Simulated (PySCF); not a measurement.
Gas-phase reaction: 2 C₄H₆ (butadiene) → C₅H₈ (cyclic) + C₃H₄ (cyclic)

Method: PySCF energies (xtb for GFN2) plus ideal-gas RRHO corrections (1 bar). 'Table' is the NASA 1993 thermochemical table (part measured, part estimated). † marks an energy on the PBE0/def2-TZVP geometry and frequencies; other levels use their own. MP2 freezes the core. 6-31G* has spherical d functions here. All species are closed-shell singlets. B3LYP is the form with VWN-RPA correlation. MP2 isn't extrapolated to the basis-set limit; its ΔH°(298 K) is 59.4 kJ in def2-SVP and 73.5 kJ in def2-TZVPP. The harmonic model lacks anharmonicity and excited electronic states, which grow with temperature; levels with a mode under 35 cm⁻¹ are left out. Internal rotation in C₄H₆ (butadiene) is treated as a harmonic vibration of one conformer, which makes the entropy rough. The table's entry may be an old estimate for C₅H₈ (cyclic), C₃H₄ (cyclic) (not checked at source).

| level | ΔH°(298 K), kJ | minus table | ΔG°(1000 K), kJ |
|---|---|---|---|
| table | 91.0 | - | 125.6 |
| B3LYP/6-31G* | 101.3 | 10.3 | 127.0 |
| B3LYP/def2-TZVP† | 125.7 | 34.7 | 152.5 |
| GFN2-xTB | -0.3 | -91.3 | 28.9 |
| HF/6-31G* | 106.1 | 15.1 | 133.3 |
| M06-2X/def2-TZVP† | 76.2 | -14.8 | 103.0 |
| MP2/def2-SVP† | 59.4 | -31.6 | 86.3 |
| MP2/def2-TZVPP† | 73.5 | -17.5 | 100.3 |
| PBE0/def2-SVP† | 55.8 | -35.2 | 82.6 |
| PBE0/def2-TZVP | 71.7 | -19.3 | 98.5 |
| ωB97M-V/def2-TZVP† | 79.5 | -11.5 | 106.3 |
| ωB97X-V/def2-TZVP† | 63.2 | -27.8 | 90.0 |
